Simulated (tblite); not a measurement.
Species: C2H4NO (doublet state).
SMILES: `C/C=N\[O]`

Level: GFN2-xTB in tblite, geometry and Hessian alike; calculated harmonic values, unscaled, isolated species. Errors from tens to a few hundred cm⁻¹ against measured bands are possible. Open shells enter through the occupations alone, without spin polarisation, and single modes of such species can be off by tens of per cent.

Harmonic wavenumbers (cm⁻¹): 111.9, 215.5, 421.4, 606.6, 740.8, 946.3, 991.2, 1080.7, 1192.3, 1364.2, 1372.6, 1457.4, 1463.0, 1894.9, 3010.3, 3018.8, 3052.2, 3069.4.

A = 25065, B = 5605, C = 4715 MHz; mass 58.029 u (most abundant isotopes); point group Cs, symmetry number 1; spin multiplicity 2.

**Question.** What is the zero-point energy?

**Answer.** ½Σν̃ = 13005 cm⁻¹ = 155.57 kJ/mol.

**Question.** Give the ideal-gas entropy at 298.15 K and 1 bar in the rigid-rotor, harmonic-oscillator model (classical rotation).

**Answer.** Translation 159.50, rotation 99.16, vibration 30.18, spin (R ln 2) 5.76: S = 294.6 J/(mol K).

**Question.** And Cp and H(298.15 K) − H(0)?

**Answer.** Cp = 69.71 J/(mol K), of which vibrations give 36.45 (their classical limit is 18 R = 149.7); H(298.15 K) − H(0) = 15.03 kJ/mol without the zero-point energy, 5.12 from vibrations.

**Question.** Blend soft modes into free rotors: weight 1/[1 + (100 cm⁻¹/ν̃)⁴] for the oscillator and the rest for a rotor with moment μB/(μ + B), μ = h/(8π²ν), B = 10⁻⁴⁴ kg m². What vibrational entropy results?

**Answer.** 29.41 J/(mol K) in place of 30.18, which changes −T·S at 298.15 K by +0.23 kJ/mol.

**Question.** What must be added to the electronic energy to get the Gibbs energy at 298.15 K and 1 bar?

**Answer.** ZPE + [H(298.15 K) − H(0)] − T·S = 155.57 + 15.03 − 87.84 = 82.76 kJ/mol.

Hindered rotation and anharmonicity are outside this model.
